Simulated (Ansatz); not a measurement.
A made-up structure of BSiH$_{3}$O, singlet:

O1  (1.363, -1.835, 1.155)
B2  (0.724, -0.975, 0.614)
Si3  (-0.335, 0.451, -0.284)
H4  (1.143, 0.019, 1.013)
H5  (0.542, 1.144, -1.257)
H6  (-0.814, 1.399, 0.750)
(Å)

It is relaxed with PBE-D4/def2-SVP and then PBE0-D4/def2-TZVP (Ansatz 0.2.0). Atoms count as bonded within 1.22 times the sum of their covalent radii (H–H: 0.88 Å). The end point is not checked to be a true minimum.

Task: Does its bonding change? (Judge from chemistry; the calculation decides.)

Result: By the calculation: Yes. Formed: Si3–H4; broken: B2–H4.

Where it ends: The first stage lowers the energy by 2.39 eV in 12 steps. It ends as BSiH₃O ([O][B][SiH3]):
```xyz
6
angstrom
O 0.9174 -2.4099 0.9325
B 0.6917 -1.2643 0.6503
Si 0.3192 0.6344 0.1842
H 1.3323 1.4868 0.8505
H 0.4047 0.7805 -1.2884
H -1.0419 0.9754 0.6619
```

Labels in which every atom is bracketed show which atoms are joined, not bond orders.

For scale, one of the runs: PBE0-D4/def2-TZVP relaxation, 117 basis functions, launched by `ansatz run in.yaml --threads 2 --pin off --events-out ev --progress --plain --max-ram 4352MiB`. The run took about 5.5 s on 2 CPU threads of an Arm Neoverse V2 (shared host).
